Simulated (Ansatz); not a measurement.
Results of r²SCAN in Ansatz (PAW) for rock-salt HoN.

Run with plane-wave cutoff 560 eV, 20×20×20 k mesh, Fermi–Dirac smearing 0.05 eV, spin-polarised with parallel moments, scalar-relativistic PAW data made under PBE.

Energies at three volumes about the minimum:

```
V (Å³/atom)  E − E_lowest (meV/atom)
-----------  -----------------------
14.012                          3.16
14.297                          0.00
14.583                          2.92
```

Problem. Fit a parabola by hand: where is the minimum, and what is the bulk modulus?

Solution. Slopes: (0.00 − 3.16)/(14.297 − 14.012) = -11.088 and (2.92 − 0.00)/(14.583 − 14.297) = 10.210 meV/Å³. Curvature E″ = 2 × (10.210 − (-11.088))/(14.583 − 14.012) = 74.599 meV/Å⁶. From the middle of the first interval, the slope vanishes at V0 = 14.1545 − (-11.088)/74.599 = 14.303 Å³/atom. B = V0 E″ = 14.303 × 74.599 meV/Å³ × 0.1602 GPa per meV/Å³ = 171 GPa. The full Birch–Murnaghan fit to all volumes gives V0 = 14.298 Å³/atom and B0 = 170 GPa.

Measured, for comparison: equilibrium volume per atom 14.44 Å³/atom (temperature not stated, no zero-point or thermal correction, from a published cell, temperature and pressure not stated; as tabulated in Physical Review 131, 922 (1963)). Computed less measured: equilibrium volume per atom -1.0 %. A static lattice is as a rule a little smaller and stiffer than an uncorrected measurement, which can account for part of this in the equilibrium volume per atom.

Note: the magnetic order was assumed, not searched for or taken from measurement; the 4f shell is treated without U or exact exchange, so its levels and filling can be wrong.

Ansatz is a program for electronic structure.
